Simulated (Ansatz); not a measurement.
# CH₃OSi− (SMILES [CH2-][SiH]=O): functionals against CCSD(T) at one geometry

Aim: energy, forces and dipole at a structure displaced at random from a GFN2-xTB minimum, from CCSD(T) and from density functionals.

The runs use Ansatz 0.2.0, Gaussian basis; single points in def2-TZVPPD.

Correlated methods freeze the cores.

**1. The system as given**

SMILES `[CH2-][SiH]=O`, 6 atoms, charge -1, spin multiplicity 1.

Atoms are counted from 1 here; the program's logs count them from 0.

Bond lengths: C1–Si2 1.749 Å, C1–H4 1.074 Å, C1–H5 0.975 Å, Si2–O3 1.607 Å, Si2–H6 1.515 Å. Angles: Si2–C1–H4 124.1°, Si2–C1–H5 125.4°, H4–C1–H5 110.5°, C1–Si2–O3 137.3°, C1–Si2–H6 108.7°, O3–Si2–H6 113.6°.

Coordinates:

```xyz
6

C    -0.7475    0.3209   -0.5805
Si    0.4960   -0.3193    0.4704
O     1.2409   -1.7248    0.6988
H    -1.2908   -0.2660   -1.2966
H    -1.0242    1.2552   -0.6249
H     1.0982    0.8230    1.2631
```

**2. CCSD(T)/def2-TZVPPD**

run/in.yaml reads:

```yaml
crystal:
  periodic: [false, false, false]
  atoms:
    - {symbol: C, position_ang: [-0.747500, 0.320900, -0.580500]}
    - {symbol: Si, position_ang: [0.496000, -0.319300, 0.470400]}
    - {symbol: O, position_ang: [1.240900, -1.724800, 0.698800]}
    - {symbol: H, position_ang: [-1.290800, -0.266000, -1.296600]}
    - {symbol: H, position_ang: [-1.024200, 1.255200, -0.624900]}
    - {symbol: H, position_ang: [1.098200, 0.823000, 1.263100]}
basis:
  gaussian: {orbitals: "def2-TZVPPD.json"}
total_charge: -1
correlation: {method: ccsd_t}
output: {forces: true}
```

The basis file named in the input lies beside it (Basis Set Exchange, JSON).

The command line of these runs was not kept.

**3. PBE0-D4/def2-TZVPPD**

run/in.yaml, as its differences from that of step 2:

```diff
@@ -12,3 +12,3 @@
 total_charge: -1
-correlation: {method: ccsd_t}
-output: {forces: true}
+hamiltonian: {xc: pbe0, dispersion: d4}
+output: {forces: true, orbitals: {seedname: orbitals}}
```

**4. wB97M-V/def2-TZVPPD**

run/in.yaml, as its differences from that of step 3:

```diff
@@ -12,3 +12,3 @@
 total_charge: -1
-hamiltonian: {xc: pbe0, dispersion: d4}
-output: {forces: true, orbitals: {seedname: orbitals}}
+hamiltonian: {xc: {name: wB97M-V}}
+output: {forces: true}
```

**5. r2SCAN-D4/def2-TZVPPD**

run/in.yaml, as its differences from that of step 4:

```diff
@@ -12,3 +12,3 @@
 total_charge: -1
-hamiltonian: {xc: {name: wB97M-V}}
+hamiltonian: {xc: r2scan, dispersion: d4}
 output: {forces: true}
```

**6. PBE-D4/def2-TZVPPD**

run/in.yaml, as its differences from that of step 5:

```diff
@@ -12,3 +12,3 @@
 total_charge: -1
-hamiltonian: {xc: r2scan, dispersion: d4}
+hamiltonian: {xc: pbe, dispersion: d4}
 output: {forces: true}
```

**7. B97M-V/def2-TZVPPD**

run/in.yaml, as its differences from that of step 6:

```diff
@@ -12,3 +12,3 @@
 total_charge: -1
-hamiltonian: {xc: pbe, dispersion: d4}
+hamiltonian: {xc: {name: B97M-V}}
 output: {forces: true}
```

**8. r2SCANh-D4/def2-TZVPPD**

run/in.yaml, as its differences from that of step 7:

```diff
@@ -12,3 +12,3 @@
 total_charge: -1
-hamiltonian: {xc: {name: B97M-V}}
+hamiltonian: {xc: {name: r2SCANh}, dispersion: d4}
 output: {forces: true}
```

(Steps that only read results are left out.)

Q: Predict the outcome of this session. Wanted: RMS force component; RMS force error; HOMO and LUMO, PBE0-D4; T1 diagnostic.

The runs gave:

```
              quantity                                                                                             value
   RMS force component                                                              1.877 to 1.939 eV/Å over the methods
       RMS force error  PBE0-D4 0.149, wB97M-V 0.155, r2SCAN-D4 0.083, PBE-D4 0.164, B97M-V 0.210, r2SCANh-D4 0.144 eV/Å
HOMO and LUMO, PBE0-D4                                                                                 -0.66 and 4.12 eV
         T1 diagnostic                                                                                             0.018
```

**Reading.** The forces of r2SCAN-D4 come nearest to CCSD(T), those of B97M-V are farthest. Frozen-core CCSD(T) forces in triple zeta carry basis errors of their own, and this is one geometry, so small gaps rank nothing.
